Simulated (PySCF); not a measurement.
**ClF₄⁺: one-bond stretch**

Computed with PBE/[Cl def2-SVP, F def2-SVP], no relativity, density fitting, PySCF.

Rigid scan from the singlet minimum (Cl–F 1.626 Å (×2), Cl–F 1.666 Å (×2); F–Cl–F 88.6° (×4), F–Cl–F 106.9°, F–Cl–F 175.3°). Coordinate: the bond from Cl to the last atom (F) scaled, the rest fixed. Energies in kJ/mol from the minimum.

| scale of one bond | E (kJ/mol) | dipole size (D, about the centre of mass) |
| --- | --- | --- |
| 0.92 | 23.7 | 1.09 |
| 0.96 | 5.1 | 1.13 |
| 1.00 | 0.0 | 1.22 |
| 1.05 | 5.8 | 1.35 |
| 1.12 | 26.6 | 1.55 |
| 1.20 | 58.3 | 1.75 |
| 1.35 | 121.4 | 1.98 |
| 1.55 | 1133.8 | – |
| 1.80 | 244.3 | – |
| 2.20 | 275.5 | – |

At long bonds a restricted determinant can lie too high, and another spin state can fall below this curve.
